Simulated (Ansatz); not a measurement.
Start from `CNC(S)S` and change one atom or group to get `OC(S)S`.

Ansatz, PBE0-D4/def2-TZVP geometries, multiplicity 1. Each molecule was computed in one conformer, which needn't be the lowest.

| property | `CNC(S)S` |
| --- | --- |
| LUMO energy (PBE/def2-TZVPP) / eV | -1.02 |
| ideal-gas entropy at 298 K and 1 bar (rigid rotor, harmonic PBE0-D4/def2-TZVP) / J/(mol·K) | 351 |
| HOMO energy (PBE/def2-TZVPP) / eV | -5.52 |
| HOMO energy (ωB97M-V/def2-TZVPP) / eV | -9.04 |
| HOMO energy (PBE0/def2-TZVPP) / eV | -6.82 |
| LUMO energy (B3LYP/def2-TZVPP) / eV | -0.35 |

Problem. Give the same properties after the change, and the shifts. (An estimate is asked.)

Solution. The calculation gave: 
```csv
property,`OC(S)S`,shift
LUMO energy (PBE/def2-TZVPP) / eV,-1.48,-0.46
"ideal-gas entropy at 298 K and 1 bar (rigid rotor, harmonic PBE0-D4/def2-TZVP) / J/(mol·K)",317,-34
HOMO energy (PBE/def2-TZVPP) / eV,-5.96,-0.44
HOMO energy (ωB97M-V/def2-TZVPP) / eV,-9.40,-0.36
HOMO energy (PBE0/def2-TZVPP) / eV,-7.20,-0.38
LUMO energy (B3LYP/def2-TZVPP) / eV,-0.77,-0.42
```

With PBE0 the HOMO falls by 0.38 eV and the LUMO falls by 0.44 eV, so the gap narrows by about 0.06 eV. PBE moves the HOMO by -0.44 eV and ωB97M-V by -0.36 eV. The zero-point energy changes by -106.9 kJ/mol with -12 modes.

B3LYP here is the variant with VWN-RPA as its local correlation; programs differ in this.
